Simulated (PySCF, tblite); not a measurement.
# C6H5 radical: geometry, infrared bands and EPR parameters

Aim: predict the infrared bands and EPR parameters of C6H5 radical (`C=C1C=[C]C=C1`).

Computed with tblite 0.8.0 and PySCF 2.14.0, with density-fitted response routines of our own, on a single molecule in the gas phase. Atoms count from 0, in the outputs and in this text.

**1. The molecule as given**

11 atoms, charge 0, multiplicity 2; geometry from: force field or distance geometry start.

Bonds of the start (Å): C0–C1 1.30, C1–C2 1.47, C2–C3 1.31, C3–C4 1.48, C4–C5 1.34, C5–C1 1.47, C0–H6 1.08, C0–H7 1.09, C2–H8 1.09, C4–H9 1.08, C5–H10 1.08.

**2. Relaxing the molecule with GFN2-xTB**

The job: settings as JSON, then the geometry in Å.

```
{"job": {"kind": "relax", "xc": "GFN2-xTB", "basis": "xTB"}, "charge": 0, "multiplicity": 2}
C     -1.729700    -0.316800    -0.277200
C     -0.478300    -0.032400    -0.078000
C      0.041800     1.310800     0.228200
C      1.339000     1.220000     0.365700
C      1.763900    -0.184800     0.199700
C      0.686400    -0.933900    -0.074100
H     -2.132800    -1.289300    -0.496000
H     -2.444800     0.509500    -0.224400
H     -0.532300     2.229300     0.308700
H      2.793700    -0.506100     0.273900
H      0.698600    -2.003600    -0.252600
```

The run is started by

```
OMP_NUM_THREADS=1 python probes_run.py task.json out
```

The driver reads the jobs from task.json and runs them one after another.

Standard output:

```text
step      E/eV     max force
  0    -413.80949    2.326
  1    -413.86205    1.723
  2    -413.90120    0.366
  3    -413.90915    0.260
  4    -413.91803    0.393
  5    -413.92430    0.240
  6    -413.92757    0.144
  7    -413.92904    0.099
  8    -413.93014    0.126
  9    -413.93129    0.104
 10    -413.93226    0.109
 11    -413.93310    0.104
 12    -413.93413    0.100
 13    -413.93555    0.124
 14    -413.93684    0.104
 15    -413.93752    0.075
 16    -413.93780    0.050
 17    -413.93800    0.050
 18    -413.93823    0.042
 19    -413.93841    0.029
 20    -413.93851    0.022
 21    -413.93857    0.019
 22    -413.93861    0.015
 23    -413.93862    0.007
```

Run time: 0.23 s. Hardware: 1 thread of AMD EPYC, shared host.

Step by step:

```csv
step,energy from step 0 (eV),largest force (eV/Å)
0,0.0000,2.3256
1,-0.0526,1.7235
2,-0.0917,0.3655
3,-0.0997,0.2598
4,-0.1085,0.3933
5,-0.1148,0.2395
6,-0.1181,0.1440
7,-0.1196,0.0991
8,-0.1207,0.1265
9,-0.1218,0.1042
10,-0.1228,0.1095
11,-0.1236,0.1040
12,-0.1246,0.1005
13,-0.1261,0.1244
14,-0.1274,0.1044
15,-0.1280,0.0751
16,-0.1283,0.0505
17,-0.1285,0.0497
18,-0.1287,0.0418
19,-0.1289,0.0292
20,-0.1290,0.0220
21,-0.1291,0.0189
22,-0.1291,0.0150
23,-0.1291,0.0073
```

Close pairs (by a distance rule), those that changed most:

```csv
bond,before (Å),after (Å),change (Å)
C0–C1,1.299,1.332,+0.033
C3–C4,1.477,1.447,-0.030
C2–C3,1.308,1.328,+0.021
C0–H7,1.094,1.077,-0.017
C2–H8,1.086,1.071,-0.015
C5–H10,1.085,1.074,-0.010
C4–H9,1.081,1.074,-0.008
C1–C2,1.473,1.480,+0.007
```

The next job starts from the end point, and lists it.

**3. Vibrational analysis with GFN2-xTB**

The job: settings as JSON, then the geometry in Å.

```
{"job": {"kind": "ir", "xc": "GFN2-xTB", "basis": "xTB"}, "charge": 0, "multiplicity": 2}
C     -1.748267    -0.305891    -0.278095
C     -0.471589     0.004715    -0.062238
C      0.068418     1.349872     0.234766
C      1.379116     1.188418     0.376758
C      1.790999    -0.187065     0.195898
C      0.681705    -0.902272    -0.068130
H     -2.050251    -1.319801    -0.488212
H     -2.527527     0.437675    -0.252479
H     -0.530384     2.234992     0.306960
H      2.802603    -0.540314     0.265462
H      0.610601    -1.957657    -0.256654
```

Standard output:

```text
mode    cm-1     km/mol
  1     158.4      0.98
  2     330.6      0.53
  3     397.7      1.53
  4     565.5      1.32
  5     641.4      0.19
  6     651.9      0.01
  7     746.7      3.59
  8     780.5      1.35
  9     788.0     26.16
 10     851.9      0.19
 11     897.8     21.67
 12     898.9      2.97
 13     929.7      0.18
 14    1043.9      1.33
 15    1074.9      2.01
 16    1140.5      0.18
 17    1204.7      4.68
 18    1274.3      2.54
 19    1392.4      0.51
 20    1524.5      7.36
 21    1589.5      4.49
 22    1679.2      1.92
 23    3086.8      5.91
 24    3120.1     13.44
 25    3129.2     18.47
 26    3148.6     39.62
 27    3169.6     17.87
```

Run time: 0.49 s. Hardware: 1 thread of AMD EPYC, shared host.

Which atoms move in the most intense modes:

```csv
cm⁻¹,km/mol,atoms
788,26.2,"H8 45 %, H9 16 %, C2 13 %, H10 11 %"
898,21.7,"H7 42 %, H6 32 %, C0 24 %"
1524,7.4,"C5 41 %, C4 34 %, C2 11 %"
3087,5.9,"H6 73 %, H7 22 %"
3120,13.4,"H7 70 %, H6 19 %"
3129,18.5,"H10 77 %, H9 15 %"
3149,39.6,"H9 77 %, H10 14 %"
3170,17.9,H8 92 %
```

**4. EPR parameters: B3LYP/pcH-1**

Same as in step 3 but for these lines:

```diff
@@ -1,2 +1,2 @@
-{"job": {"kind": "ir", "xc": "GFN2-xTB", "basis": "xTB"}, "charge": 0, "multiplicity": 2}
+{"job": {"kind": "epr", "basis": "pcH-1"}, "charge": 0, "multiplicity": 2}
 C     -1.748267    -0.305891    -0.278095
```

Level: UKS B3LYP, pcH-1 on C H, non-relativistic, mean-field spin-orbit, GIAO.

Standard output:

```text
UKS, coarse grid
  cycle   1  E = -231.47563734  |g| = 2.61e-01
  cycle   2  E = -231.47290755  |g| = 2.79e-01
  cycle   3  E = -231.51175932  |g| = 7.20e-02
  cycle   4  E = -231.51392541  |g| = 3.10e-02
  cycle   5  E = -231.51445253  |g| = 5.84e-03
  cycle   6  E = -231.51449352  |g| = 3.79e-03
  cycle   7  E = -231.51451475  |g| = 2.27e-03
  cycle   8  E = -231.51452947  |g| = 1.65e-03
  cycle   9  E = -231.51453565  |g| = 8.68e-04
UKS, final grid
  cycle   1  E = -231.51451448  |g| = 1.48e-03
  cycle   2  E = -231.51451050  |g| = 3.20e-03
  cycle   3  E = -231.51451647  |g| = 2.96e-04
  cycle   4  E = -231.51451675  |g| = 2.42e-04
  cycle   5  E = -231.51451710  |g| = 7.24e-05
  cycle   6  E = -231.51451711  |g| = 2.83e-05
E = -231.51451711 Eh   <S^2> = 0.7644 (exact 0.7500)
g shifts (ppm)      1          2          3
  rmc          -166       -166       -166
  gc             25         15        -22
  oz_so        -554        -56        604
  total        -695       -207        416
hyperfine (MHz)  atom isotope    a_iso     a_fc   dipolar eigenvalues
    0   13C       2.75       2.75     -8.52      2.29      6.24
    1   13C      73.56      73.56     -6.53     -2.30      8.83
    2   13C      25.33      25.33    -23.70      1.80     21.90
    3   13C     451.78     451.78    -80.95    -56.49    137.44
    4   13C      41.08      41.08    -10.59     -5.07     15.66
    5   13C      37.25      37.25     -4.86      1.09      3.77
    6    1H      13.66      13.66     -1.45     -1.09      2.55
    7    1H       4.57       4.57     -1.83     -1.44      3.27
    8    1H      37.04      37.04     -6.59     -4.99     11.58
    9    1H      12.29      12.29     -6.82     -5.51     12.33
   10    1H      12.17      12.17     -2.89     -2.84      5.73
```

It took 45 s on 1 thread of AMD EPYC, shared host; peak memory 0.79 GiB.

Principal g values 2.00162, 2.00211, 2.00274; g(iso) = 2.00216, against 2.00232 for a free electron.

Hyperfine couplings, nucleus by nucleus at this fixed geometry (no averaging over rotations):

```csv
nuclei,isotope,a(iso) (MHz),"a(iso) (G, at g = 2.0023)",largest dipolar term (MHz)
C3,13C,451.8,161.2,137.4
C1,13C,73.6,26.2,8.8
C4,13C,41.1,14.7,15.7
C5,13C,37.2,13.3,-4.9
H8,1H,37.0,13.2,11.6
C2,13C,25.3,9.0,-23.7
H6,1H,13.7,4.9,2.5
H9,1H,12.3,4.4,12.3
H10,1H,12.2,4.3,5.7
H7,1H,4.6,1.6,3.3
C0,13C,2.7,1.0,-8.5
```

Mulliken spin populations:

```csv
atom,value (e)
C0,-0.05
C1,0.08
C2,-0.13
C3,1.03
C4,-0.03
C5,0.05
H6,0.01
H7,0.00
H8,0.01
H9,0.00
H10,0.00
```

In first order the couplings over 0.8 MHz of 1H give 32 distinct lines over 28.5 G.

Orbitals, density, ELF and potential are computed afterwards from the orbital file.

ELF in a plane through or near 11 of the atoms.

Ten even steps from ' ' (0.00) to '@' (1.00):
```
                                                        
                                                        
                                                        
                ....        ++%%##==                    
            ::==****==    ==@@@@@@@@==                  
            ==##%%%%##--::++@@@@@@@@--                  
            ==##@@@@++##%%::++@@@@++                    
            ..--%%++@@==@@::::**==    --%%%%++          
          ....::**@@##====**@@%%==..==@@@@@@@@==        
        ++%%%%##++==**::  ====::++****@@@@@@@@++        
      ::@@@@@@@@##--++##++%%==--%%++****%%%%++..        
      ::@@@@@@@@##**%%::****%%==**==--**++::            
        ==%%%%**....==******--  ..##@@@@@@**            
          ....    ..##@@@@@@==    %%@@@@@@%%..          
                  ::@@@@@@@@**    ==@@@@@@++            
                  ..%%@@@@@@==      --==..              
                      ----::                            
                                                        
                                                        
                                                        
```
The map spans 10.9 Å across and 9.7 Å up, centred on the molecule. Atoms in the plane (x, y in Å): C0 (1.8, -0.4), C1 (0.5, 0.0), C2 (0.0, 1.4), C3 (-1.4, 1.3), C4 (-1.8, -0.1), C5 (-0.7, -0.9), H6 (2.0, -1.4), H7 (2.6, 0.3), H8 (0.6, 2.2), H9 (-2.8, -0.4), H10 (-0.7, -2.0).

On the surface of density 0.002 e/bohr³ the electrostatic potential runs, from the 1st to the 99th percentile, from -0.75 V near C3 to 1.11 V near H7.

The spin density lies nearest to C3 74 %; C2 7 % (beta excess).

**5. Results**

```
                                 quantity                 value
strongest single infrared mode (GFN2-xTB)  3149 cm⁻¹, 40 km/mol
             zero-point energy (GFN2-xTB)         51.8 kcal/mol
                           g(iso) (B3LYP)               2.00216
                                     ⟨S²⟩    0.764 (exact 0.75)
                           largest a(iso)  13C on C3, 451.8 MHz
    surface potential, 1st and 99th percentile    -0.75 V and 1.11 V
```

The optimisation took 23 steps and gained 0.129 eV; among the close pairs (by a distance rule), C0–C1 changed most, from 1.299 to 1.332 Å. All 27 modes are real, so the xTB geometry is a minimum. The strongest single mode, at 3149 cm⁻¹, moves mainly H9. GFN2-xTB is a fitted tight-binding method: band positions and strengths are rough. Its intensities can rank the bands wrongly. Most of the unpaired spin sits on C3 (1.03 e). The isotropic g lies 0.2 ppt below the free-electron value.
